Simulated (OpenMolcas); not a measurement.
**A workflow on CF2 (SMILES F[C]F)**

We compute a series of 8 runs (HF/def2-TZVPP, CASSCF(18,12)/def2-TZVPP, CASPT2(18,12)/def2-TZVPP, CASPT2[IPEA 0](18,12)/def2-TZVPP, SC-NEVPT2(18,12)/def2-TZVPP, PC-NEVPT2(18,12)/def2-TZVPP, MC-PDFT[tPBE](18,12)/def2-TZVPP, MC-PDFT[ftPBE](18,12)/def2-TZVPP) of CF2. 

The results are computed with OpenMolcas 26.06.

## (1) The molecule

The species is CF2 (3 atoms), meant as a singlet with charge 0. SMILES: `F[C]F`. The C2–F3 distance was set to 1.944 Å, away from the relaxed value. At this shape a bond of the SMILES string is far longer than usual.

Bond lengths: F1–C2 1.296 Å. A long bond or contact: C2–F3 1.944 Å.

## (2) A single-point energy at HF/def2-TZVPP (run 1)

step1.inp reads:

```
&gateway
 baslib
 $CurrDir
 coord
 3
 angstrom
 F        0.856799       1.138595       0.597549
 C        0.922829      -0.151335       0.491099
 F       -0.698640      -0.652890      -0.456750
 basis
 def2-TZVPP
 group
 NoSym

&seward

&scf
 prorbitals
 1 2
```

The basis set def2-TZVPP is read from a file made from the Basis Set Exchange's data (not shown).

Launch:

```bash
$ export MOLCAS_MEM=1860
$ pymolcas step1.inp > step1.log
```

What it wrote:

```text
--- Start Module: gateway ---
[...]
--- Stop Module: gateway /rc=_RC_ALL_IS_WELL_ ---
--- Start Module: seward ---
[...]
      Basis functions           93
--- Stop Module: seward /rc=_RC_ALL_IS_WELL_ ---
[...]
--- Start Module: scf ---
[...]
       Convergence after  13 Iterations
[...]
::    Total SCF energy                               -236.6459375262
[...]
      Total spin, S                                     0.0000000000
[...]
      Total electronic charge=   24.000000
      Total            charge=   -0.000000
[...]
      Dipole Moment (debye):
      Origin of the operator (angstrom)=    0.2816    0.1482    0.1714
                   X=  3.4266E+00               Y=  1.8637E+00               Z=  2.0920E+00           Total=  4.4262E+00
      Quadrupole Moment (debye*angstrom):
[...]
--- Stop Module: scf /rc=_RC_ALL_IS_WELL_ ---
[...]
```

It took 15 s on 1 thread of Intel Xeon Platinum 8259CL at 2.50GHz (Skylake/Cascade Lake), shared host; peak memory 0.51 GiB.

## (3) A single-point energy at CASSCF(18,12)/def2-TZVPP (run 2)

step2.input reads:

```
&gateway
  baslib = $CurrDir
  coord
  3
  angstrom
  F        0.856799       1.138595       0.597549
  C        0.922829      -0.151335       0.491099
  F       -0.698640      -0.652890      -0.456750
  basis = def2-TZVPP
  group = NoSym

&seward

&rasscf
  fileorb = $CurrDir/step1.ScfOrb
  spin = 1
  nactel = 18 0 0
  inactive = 3
  ras2 = 12
  orblisting = Nothing
  orbappear = Compact
```

The basis set def2-TZVPP is read from a file made from the Basis Set Exchange's data (not shown).

Launch:

```bash
$ export MOLCAS_MEM=1860
$ pymolcas step2.input > step2.log
```

What it wrote:

```text
--- Start Module: gateway ---
[...]
--- Stop Module: gateway /rc=_RC_ALL_IS_WELL_ ---
--- Start Module: seward ---
[...]
      Basis functions           93
--- Stop Module: seward /rc=_RC_ALL_IS_WELL_ ---
[...]
--- Start Module: rasscf ---
[...]
      Number of active orbitals                 12
[...]
      Spin quantum number                      0.0
[...]
      Active orbitals                           12
[...]
      Number of CSFs                         15730
[...]
      Number of root(s) required                 1
[...]
 ###    WARNING: Large orbital rotation.                                     ###
 ###############################################################################
      Molecular orbital  15 of symmetry 1 MO space 2  weight is    0.339853
[...]
      Convergence after 17 iterations
[...]
      printout of CI-coefficients larger than  0.05 for root  1
      energy=    -236.780440
      conf/sym  111111111111     Coeff  Weight
             1  222222222000   0.94659 0.89603
            15  2222222udud0  -0.06272 0.00393
            20  2222222uudd0   0.08266 0.00683
            31  222222220020  -0.20479 0.04194
           394  2222u222udd0   0.06320 0.00399
          1491  222220222002  -0.07328 0.00537
[...]
      Natural orbitals and occupation numbers for root  1
      sym 1:   1.999480   1.999741   1.983722   1.990833   1.974154   1.970922   1.999276   1.976806   1.886667   0.059489
               0.127568   0.031343
[...]
::    RASSCF root number  1 Total energy:   -236.78043974
[...]
      Total electronic charge=   24.000000
      Total            charge=   -0.000000
[...]
      Dipole Moment (debye):
      Origin of the operator (angstrom)=    0.2816    0.1482    0.1714
                   X=  1.9893E+00               Y=  1.7159E+00               Z=  1.2847E+00           Total=  2.9244E+00
      Quadrupole Moment (debye*angstrom):
[...]
--- Stop Module: rasscf /rc=_RC_ALL_IS_WELL_ ---
[...]
```

Run time: 61 s. Hardware: 1 thread of Intel Xeon Platinum 8259CL at 2.50GHz (Skylake/Cascade Lake), shared host; peak memory 0.51 GiB.

Runs 3 to 7 aren't shown in full; the table further down has their settings and results.

## (4) A single-point energy at MC-PDFT[ftPBE](18,12)/def2-TZVPP (run 8)

step8.input reads:

```
* CF2 MC-PDFT
>>> EXPORT MOLCAS_PRINT=2

&GATEWAY
 BasLib = $CurrDir
 Coord
 3
 angstrom
 F        0.856799       1.138595       0.597549
 C        0.922829      -0.151335       0.491099
 F       -0.698640      -0.652890      -0.456750
 Basis = def2-TZVPP
 Group = NoSym

&SEWARD

&RASSCF
 FileOrb = $CurrDir/step2.RasOrb
 Spin = 1
 Nactel = 18 0 0
 Inactive = 3
 Ras2 = 12
 OrbListing = Nothing
 OrbAppear = Compact

&MCPDFT
 KSDFT = FT:PBE
```

The basis set def2-TZVPP is read from a file made from the Basis Set Exchange's data (not shown).

Launch:

```bash
$ export MOLCAS_MEM=1860
$ pymolcas step8.input > step8.log
```

What it wrote:

```text
--- Start Module: gateway ---
[...]
--- Stop Module: gateway /rc=_RC_ALL_IS_WELL_ ---
[...]
      Basis functions           93
[...]
--- Start Module: rasscf ---
[...]
      Number of active orbitals                 12
[...]
      Spin quantum number                      0.0
[...]
      Active orbitals                           12
[...]
      Number of CSFs                         15730
[...]
      Number of root(s) required                 1
[...]
      Convergence after 11 iterations
[...]
      printout of CI-coefficients larger than  0.05 for root  1
      energy=    -236.780440
      conf/sym  111111111111     Coeff  Weight
             1  222222222000   0.94658 0.89602
            15  2222222udud0  -0.06267 0.00393
            20  2222222uudd0   0.08257 0.00682
            31  222222220020  -0.20479 0.04194
           394  2222u222udd0   0.06334 0.00401
          1491  222220222002  -0.07328 0.00537
[...]
      Natural orbitals and occupation numbers for root  1
      sym 1:   1.999480   1.999741   1.983720   1.990833   1.974155   1.970921   1.999276   1.976804   1.886663   0.059492
               0.127571   0.031343
[...]
::    RASSCF root number  1 Total energy:   -236.78043974
[...]
      Total electronic charge=   24.000000
      Total            charge=   -0.000000
[...]
      Dipole Moment (debye):
      Origin of the operator (angstrom)=    0.2816    0.1482    0.1714
                   X=  1.9891E+00               Y=  1.7158E+00               Z=  1.2846E+00           Total=  2.9242E+00
      Quadrupole Moment (debye*angstrom):
[...]
--- Stop Module: rasscf /rc=_RC_ALL_IS_WELL_ ---
[...]
--- Start Module: mcpdft ---
[...]
 ###    WARNING: Deprecation warning: KSDF should be replaced                ###
 ###    with FUNC keyword                                                    ###
 ###############################################################################
[...]
::    MCPDFT root number  1 Total energy:   -237.51121058
--- Stop Module: mcpdft /rc=_RC_ALL_IS_WELL_ ---
[...]
```

Wall time 43 s (1 thread of Intel Xeon Platinum 8259CL at 2.50GHz (Skylake/Cascade Lake), shared host); peak memory 0.51 GiB.

## (5) Overview of the runs

| run | level | active rule | inactive | energy (Eh) | dipole moment (D) of the reference | wall time |
| --- | --- | --- | --- | --- | --- | --- |
| 1 | HF/def2-TZVPP | – | – | -236.645938 | 4.43 | 15 s |
| 2 | CASSCF(18,12)/def2-TZVPP | full valence | 3 | -236.780440 | 2.92 | 61 s |
| 3 | CASPT2(18,12)/def2-TZVPP | full valence | 3 | -237.302654 | 2.92 | 90 s |
| 4 | CASPT2[IPEA 0](18,12)/def2-TZVPP | full valence | 3 | -237.305452 | 2.92 | 93 s |
| 5 | SC-NEVPT2(18,12)/def2-TZVPP | full valence | 3 | -237.257697 | 2.92 | 2.2 min |
| 6 | PC-NEVPT2(18,12)/def2-TZVPP | full valence | 3 | -237.271566 | 2.92 | 2.3 min |
| 7 | MC-PDFT[tPBE](18,12)/def2-TZVPP | full valence | 3 | -237.442323 | 2.92 | 45 s |
| 8 | MC-PDFT[ftPBE](18,12)/def2-TZVPP | full valence | 3 | -237.511211 | 2.92 | 43 s |

## (6) Outcome

| quantity | value |
| --- | --- |
| run 8, MC-PDFT[ftPBE](18,12)/def2-TZVPP: total energy | -237.51121 Eh |
| run 8, MC-PDFT[ftPBE](18,12)/def2-TZVPP: dipole moment (CASSCF density) | 2.92 D |

What this shows: Below the HF energy at the same shape and in the same basis (def2-TZVPP): CASSCF(18,12) -134.5 mEh; CASPT2(18,12) -656.7 mEh; CASPT2[IPEA 0](18,12) -659.5 mEh; SC-NEVPT2(18,12) -611.8 mEh; PC-NEVPT2(18,12) -625.6 mEh. Active-space methods hold only the correlation inside their space unless a perturbation or CI step follows. All runs together took 10 min, the longest 2.3 min.
